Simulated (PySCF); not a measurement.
# Working out the electron affinity of Si

Si⁻ [Ne] 3s2 3p3 (4S) → Si [Ne] 3s2 3p2 (3P). All numbers are calculated (PySCF 2.14, the non-relativistic Hamiltonian (point nucleus), in aug-cc-pwCVDZ (6s5p3d, 36 functions)). Frozen: nothing. Energies in hartree (1 hartree = 27.21139 eV):

```
            part  Si⁻ (lower)   Si (upper)
             UHF  -288.882853  -288.851177
CCSD correlation    -0.223225    -0.209068
             (T)    -0.004015    -0.002873
```

Problem. What does Hartree-Fock give?

Solution. (-288.851177) − (-288.882853) = 0.031676 hartree = 0.862 eV.

Problem. What do CCSD and CCSD(T) give?

Solution. The CCSD correlation energies differ by 0.014157 hartree = 0.385 eV and the triples by 0.001142 hartree = 0.031 eV, so CCSD gives 1.247 eV and CCSD(T) 1.278 eV.

A first-order spin-orbit estimate adds -0.016 eV to CCSD(T) (all electrons), giving 1.262 eV against 1.390 eV (measured; photodetachment measurements, as compiled on the Wikipedia data page of electron affinities).

A double-zeta basis recovers only part of the correlation energy.

What remains against the reference includes basis incompleteness and higher excitations.
